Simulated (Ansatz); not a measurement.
C3H3NO can be A, `c1cocn1`, or B, `CN=C=C=O`.

Calculated with Ansatz (gas phase, PBE0-D4/def2-TZVP geometries, no zero-point term in ΔE). CCSD(T)/CBS is the MP2 limit (def2-TZVPP, def2-QZVPP) plus CCSD(T) − MP2 in def2-TZVPP, frozen cores. DFT in def2-TZVPP. B3LYP here is the variant with VWN-RPA as its local correlation; programs differ in this.

A:

```xyz
8

C    -1.001   -0.147   -0.146
C    -0.019    0.249   -0.981
O     1.141    0.281   -0.275
C     0.787   -0.103    0.964
N    -0.462   -0.370    1.107
H    -2.050   -0.287   -0.351
H     0.033    0.526   -2.020
H     1.571   -0.149    1.703
```

B:

```xyz
8

C     0.3940   -1.3022   -0.1446
N    -0.5953   -0.2574   -0.0443
C    -0.1931    0.9194    0.1040
C    -0.7229    2.1454    0.2365
O    -0.7370    3.2980    0.3723
H     0.2344   -1.8259   -1.0916
H     0.1940   -2.0309    0.6464
H     1.4259   -0.9465   -0.0786
```

Problem. Which isomer does CCSD(T)/CBS put lower? Give the gap. (Best estimate.)

Solution. Computed: A, by 51.7 kcal/mol.

Problem. Give E(B) − E(A) in kcal/mol with CCSD(T)/def2-SVP, B2PLYP, B3LYP-D4, ωB97M-V, PBE-D4, HF/def2-TZVPP, LDA (SPW92). (Best estimate.)

Solution. Computed: CCSD(T)/def2-SVP 48.5, B2PLYP 47.3, B3LYP-D4 45.8, ωB97M-V 53.1, PBE-D4 45.2, HF/def2-TZVPP 53.9, LDA (SPW92) 56.1. None reverses the order clearly.

Problem. Does the order hold for the free energy at 298.15 K (harmonic terms from PBE0-D4)? (Estimate.)

Solution. Ansatz gave: Yes: G(B) − G(A) = +47.2 kcal/mol.

Largest T1 diagnostic: 0.018.

From r2SCAN to r2SCAN0 (25 % exact exchange), in def2-TZVPP and without D4, E(B) − E(A) moves by +6.5 kcal/mol. At CCSD(T), def2-SVP lies −3.2 kcal/mol from the extrapolated value and def2-TZVPP −1.4 kcal/mol.
